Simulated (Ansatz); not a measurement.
We consider antiferromagnetic (type II) rock-salt NiO, described by r²SCAN (Ansatz, an electronic-structure program, PAW).

Numerical settings: plane-wave cutoff 560 eV, 14×14×14 k mesh, Fermi–Dirac smearing 0.01 eV, spin-polarised with opposed moments, scalar-relativistic PAW data made under PBE.

Properties against volume (c/a stays at 2.437):

Shape and atoms are relaxed at each volume.

| V (Å³/atom) | P (GPa) | direct gap at Γ (eV) | smallest gap on the k mesh (eV) |
|---|---|---|---|
| 8.655 | 9.71 | 3.749 | 2.383 |
| 8.835 | 4.59 | 3.676 | 2.377 |
| 9.015 | 0.00 | 3.552 | 2.370 |
| 9.196 | -4.12 | 3.435 | 2.363 |
| 9.376 | -7.82 | 3.325 | 2.354 |

The fundamental gap (2.37 eV at the equilibrium volume, with added k points) lies elsewhere than Γ–Γ.

Note: without U or exact exchange, gaps and moments of open d shells tend to come out too small; the bulk modulus comes from volumes at which shape and atoms were relaxed.
